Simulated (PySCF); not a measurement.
Predicted microwave data (wB97X-D/def2-SVPD in PySCF (dipole) on a GFN2-xTB geometry, gas phase) for one isomer of C4H5NO:

| Quantity | Value |
| --- | --- |
| Rotational constants | A = 13411, B = 1442, C = 1322 MHz |
| Dipole components | \|μa\| = 1.93 D, \|μb\| = 1.83 D, \|μc\| = 0.00 D |
| Inertial defect | -5.88 u·Å² |
| κ | -0.98 |

Question: Which structure is it? (One computed conformer of each.)
A. `Nc1ccco1`
B. `[NH2:1][CH2:2][C:3]#[C:4][CH:5]=[O:6]` with H–N1–C2–C3 -60° and 60°

Answer: B. It is NCC#CC=O, a near-prolate asymmetric top, point group Cs. The candidates at the same level (rigid rotor, commonest isotopes):

```json
{"SMILES": "NCC#CC=O", "A (MHz)": "13411", "B (MHz)": "1442", "C (MHz)": "1322", "μa (D)": "1.93", "μb (D)": "1.83", "μc (D)": "0.00", "Δ (u·Å²)": "-5.88", "point group": "Cs", "rotor": "near-prolate asymmetric top"}
{"SMILES": "Nc1ccco1", "A (MHz)": "9082", "B (MHz)": "3737", "C (MHz)": "2654", "μa (D)": "1.07", "μb (D)": "0.42", "μc (D)": "1.01", "Δ (u·Å²)": "-0.48", "point group": "–", "rotor": "asymmetric top"}
```

`Nc1ccco1` has B 159 % too high. In the right answer the mirror of this Cs structure is the ab plane, so μc vanishes by symmetry. No structure here is proved a minimum.
